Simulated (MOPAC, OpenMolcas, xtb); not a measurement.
AlH3O (SMILES [OH][AlH2]): methods side by side

AlH3O has 5 atoms, charge 0, and is taken as a singlet. As SMILES, `[OH][AlH2]`. The shape comes from GFN2-xTB, which is rough for such elements, and wasn't checked as a minimum.

Each level gives the HOMO–LUMO gap (eV). The values are calculated.

| level | kind | program | value (eV) |
| --- | --- | --- | --- |
| AM1 | semi-empirical | MOPAC | 10.15 |
| GFN2-xTB | semi-empirical | xtb | 5.07 |
| UHF/STO-3G | Hartree–Fock | OpenMolcas | 17.66 |
| SVWN5/STO-3G | LDA | OpenMolcas | 5.84 |
| PBE/STO-3G | GGA | OpenMolcas | 6.00 |
| r2SCAN/STO-3G | meta-GGA | OpenMolcas | 6.75 |
| B3LYP/STO-3G | global hybrid | OpenMolcas | 8.34 |
| M06-2X/STO-3G | hybrid meta-GGA | OpenMolcas | 11.68 |
| B2PLYP/STO-3G | double hybrid | OpenMolcas | 12.17 |

The values span 5.07 to 17.66 eV. All rows use very small basis sets, so even the best lies far from the true value. Orbital gaps aren't excitation energies, and those of double hybrids come from the SCF part alone; they tend to grow with the share of exact exchange.
